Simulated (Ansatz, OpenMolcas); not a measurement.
**Worked example: vertical ionisation energy of SiH2O (oxosilane)**

The species is SiH2O (4 atoms), meant as a singlet with charge 0. As SMILES, `O=[SiH2]`. The shape is that of a PBE0-D4/def2-TZVP optimisation.

Both states at this one shape; open shells run unrestricted unless said. 1 Eh = 27.2114 eV.

| level | program | singlet SiH2O (Eh) | doublet SiH2O+ (Eh) |
| --- | --- | --- | --- |
| HF/def2-TZVPP, open shells restricted | OpenMolcas | -364.985862 | -364.651717 |
| SVWN5/STO-3G | Ansatz | -359.686306 | -359.421555 |
| TPSS/def2-TZVPP | OpenMolcas | -365.982512 | -365.589389 |
| M06-2X/def2-TZVPP | OpenMolcas | -365.891982 | -365.495430 |

**Question.** Work out the vertical ionisation energy at each level.

**Answer.** 
1. HF/def2-TZVPP, open shells restricted: -364.651717 − (-364.985862) = 0.334145 Eh = 9.09 eV.
2. SVWN5/STO-3G: -359.421555 − (-359.686306) = 0.264751 Eh = 7.20 eV.
3. TPSS/def2-TZVPP: -365.589389 − (-365.982512) = 0.393123 Eh = 10.70 eV.
4. M06-2X/def2-TZVPP: -365.495430 − (-365.891982) = 0.396552 Eh = 10.79 eV.

No measured value is set beside it here; the levels span 7.20 to 10.79 eV. Minimal sets are far from the basis-set limit.
